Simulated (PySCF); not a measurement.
# Working out the electron affinity of P

P⁻ [Ne] 3s2 3p4 (3P) → P [Ne] 3s2 3p3 (4S). All numbers are calculated (PySCF 2.14, the spin-free X2C one-electron Hamiltonian (Gaussian nucleus), in aug-cc-pCVTZ-DK with one added diffuse shell each of s, p, d, f type (9s8p6d4f, 91 functions)). Frozen: [Ne]. Energies in hartree (1 hartree = 27.21139 eV):

| part | P⁻ (lower) | P (upper) |
| --- | --- | --- |
| UHF | -341.519640 | -341.531698 |
| CCSD correlation | -0.134695 | -0.102643 |
| (T) | -0.006666 | -0.004090 |

**Question.** What does Hartree-Fock give?

**Answer.** (-341.531698) − (-341.519640) = -0.012058 hartree = -0.328 eV.

**Question.** What do CCSD and CCSD(T) give?

**Answer.** The CCSD correlation energies differ by 0.032052 hartree = 0.872 eV and the triples by 0.002576 hartree = 0.070 eV, so CCSD gives 0.544 eV and CCSD(T) 0.614 eV.

A first-order spin-orbit estimate adds 0.012 eV to CCSD(T) (valence), giving 0.626 eV against 0.747 eV (measured; photodetachment measurements, as compiled on the Wikipedia data page of electron affinities).

What remains against the reference includes basis incompleteness, the frozen core and higher excitations.
